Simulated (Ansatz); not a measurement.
The input, for Ansatz 0.2.0:

```yaml
crystal:
  periodic: [false, false, false]
  atoms:
    - {symbol: Si, position_ang: [0.000000, 0.000000, 0.000000]}
    - {symbol: H, position_ang: [1.471943, 0.014227, -0.000096]}
    - {symbol: H, position_ang: [-0.748293, 1.267623, -0.002905]}
    - {symbol: H, position_ang: [-0.723650, -1.281850, 0.003001]}
basis:
  gaussian: {orbitals: cc-pVDZ}
total_charge: 1
hamiltonian: {xc: {name: PBE}}
correlation: {method: rpa, electrons: outside_noble_gas}
```

```sh
$ ansatz run in.yaml --threads 1 --pin off --events-out ev --progress --plain --max-ram 2393MiB
```

Task: Roughly how long does this take on 1 thread of Intel Xeon Platinum 8259CL, shared host, and how much host memory?

Result: 0.69 s wall and 0.15 GiB.

```
311 factors; integrals over basis functions are off by at most 1.2e-3 eV
mean field evaluation 1: about -7911.3955 eV, gradient 1.2e1 eV
mean field evaluation 2: about -7911.3901 eV, gradient 1.2e1 eV
mean field evaluation 4: about -7912.0326 eV, gradient 1.7e-1 eV
mean field evaluation 8: about -7912.0324 eV, gradient 2.3e-4 eV
mean field -7912.03239213 eV, -290.7618274424 hartree, gradient 3.4e-7 eV, S^2 0.000000; 0 other end points of the search recorded, 0 dependent functions left out
5 core orbitals not correlated: weight in the atoms' cores, before any rotation towards them, 1.000 or more for the frozen orbitals, at most 0.000 for the correlated occupied ones
reference -7900.45709438 eV, -290.3364430964 hartree; 3, 3 occupied and 25, 25 virtual orbitals, 311 factors
Total energy: -7905.75128645 eV, -290.5310010664 hartree
```
